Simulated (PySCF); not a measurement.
Compound: C₃H₃NO.
SMILES: `C=CN=C=O`

Torsions of this conformer, `[CH2:1]=[CH:2][N:3]=[C:4]=[O:5]`: C1–C2–N3–C4 1°.

The closed-shell ground state was solved at several levels (PySCF, density fitting, gas phase, non-relativistic). One conformer (not necessarily the lowest) at the PBE0-D3(BJ)/def2-SVP geometry, without solvent, vibrations or thermal averaging.

```json
{"level": "B3LYP/6-31G*", "basis functions": "76", "HOMO (eV)": "-6.76", "LUMO (eV)": "-0.52", "gap (eV)": "6.24", "dipole (D)": "2.19"}
{"level": "B3LYP/pcJ-2", "basis functions": "327", "HOMO (eV)": "-7.14", "LUMO (eV)": "-1.08", "gap (eV)": "6.06", "dipole (D)": "2.30"}
{"level": "B3LYP/aug-cc-pVTZ-J", "basis functions": "290", "HOMO (eV)": "-7.14", "LUMO (eV)": "-1.11", "gap (eV)": "6.03", "dipole (D)": "2.26"}
{"level": "B3LYP/6-31G-J", "basis functions": "72", "HOMO (eV)": "-6.91", "LUMO (eV)": "-0.71", "gap (eV)": "6.20", "dipole (D)": "2.54"}
{"level": "B3LYP/pcJ-0", "basis functions": "74", "HOMO (eV)": "-7.18", "LUMO (eV)": "-0.93", "gap (eV)": "6.25", "dipole (D)": "2.50"}
{"level": "B3LYP/cc-pVTZ", "basis functions": "192", "HOMO (eV)": "-7.05", "LUMO (eV)": "-0.93", "gap (eV)": "6.12", "dipole (D)": "2.20"}
{"level": "BHandHLYP/pcJ-1", "basis functions": "165", "HOMO (eV)": "-8.33", "LUMO (eV)": "0.35", "gap (eV)": "8.68", "dipole (D)": "2.51"}
```

(1) What might B3LYP/def2-TZVP (173 basis functions) give for the same quantities?

(2) Over all these levels, which gives the widest orbital gap and which the narrowest?

(3) How much does the basis alone move the frontier levels among the 7 B3LYP rows (the withheld one included)?

(4) How far do the dipole and the HOMO energy spread over the levels?

## Answers

(1) HOMO -7.10 eV, LUMO -1.01 eV, gap 6.09 eV, dipole 2.25 D.

(2) BHandHLYP/pcJ-1 (global hybrid, 50 % exact exchange) has the widest, 8.68 eV, and B3LYP/aug-cc-pVTZ-J (global hybrid, 20 % exact exchange) the narrowest, 6.03 eV. Functional and basis both differ between the two, so the spread mixes both effects.

(3) The HOMO by 0.42 eV and the LUMO by 0.59 eV. By rising basis size (HOMO, LUMO in eV): 6-31G-J -6.91, -0.71; pcJ-0 -7.18, -0.93; 6-31G* -6.76, -0.52; def2-TZVP -7.10, -1.01; cc-pVTZ -7.05, -0.93; aug-cc-pVTZ-J -7.14, -1.11; pcJ-2 -7.14, -1.08.

(4) The dipole runs from 2.19 to 2.54 D (mean 2.34 D) and the HOMO from -8.33 to -6.76 eV.
